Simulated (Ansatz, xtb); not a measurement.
# C4H5P: which of two isomers lies lower

Structure X: `C=C(C)C#P`, a singlet. Structure Y: `C1=CPC=C1`, a singlet. Both are isolated molecules in the gas phase, relaxed with B3LYP/def2-SVP.

Energies in hartree; the thermal terms are from B3LYP/def2-SVP harmonic frequencies (ideal gas, rigid rotor, one conformer each, 298.15 K, 1 atm) and include the zero-point energy:

|  | X | Y |
| --- | --- | --- |
| E, CCSD(T)/def2-SVP | −495.558173 | −495.570970 |
| E, MP2/def2-SVP | −495.485199 | −495.496468 |
| E, MP2/def2-TZVPP | −495.912254 | −495.931185 |
| zero-point energy | 0.075707 | 0.074380 |
| H(298 K) − E | 0.082383 | 0.079873 |
| G(298 K) − E | 0.046319 | 0.046802 |

Problem. Correct the CCSD(T) difference for the basis set by the MP2 change, then work out ΔE, ΔE₀, ΔH and ΔG for X → Y in kJ/mol (1 Eh = 2625.50 kJ/mol) and the equilibrium ratio [Y]/[X].

Solution. 1. Differences Y − X: CCSD(T) −0.012797, MP2 in the small set −0.011269, MP2 in the large set −0.018931 Eh.
2. ΔE = −0.012797 + (−0.018931 − (−0.011269)) = −0.020459 Eh = −53.72 kJ/mol.
3. ΔE₀ = ΔE + ΔZPE = −0.020459 + (−0.001327) Eh = −57.20 kJ/mol.
4. ΔH = ΔE + (−0.002510) Eh = −60.31 kJ/mol.
5. ΔG = ΔE + (+0.000483) Eh = −52.45 kJ/mol, so ΔS = (ΔH − ΔG)/T = −26.4 J/(mol K).
6. kT = 0.9442 mEh, so K = [Y]/[X] = exp(−ΔG/kT) = exp(+21.16) ≈ 1.5 × 10^9.

Structure Y is favoured at this temperature. An error of 4 kJ/mol in ΔG would change K by a factor of 5. The basis-set step is large, which makes the value less sure. Mirror images and further conformers aren't counted.

As drawn, Y has 1 C=C, 2 C–P, 1 P–H in place of 1 C–C, 1 C≡P, 1 C–H. Structure X has no ring, Y a 5-membered ring.

Other levels gave ΔE = −84.3 (GFN2-xTB); −168.4 (HF/STO-3G, GFN2-xTB geometries); −72.9 (r2SCAN-D4/def2-SVP, GFN2-xTB geometries); −55.0 (B3LYP/def2-SVP); −60.8 (HF/def2-SVP); −29.6 (MP2/def2-SVP); −33.6 (CCSD(T)/def2-SVP) kJ/mol. The correlated steps freeze 9 core orbitals. Programs: Ansatz 0.2.0, xtb 6.7.1.
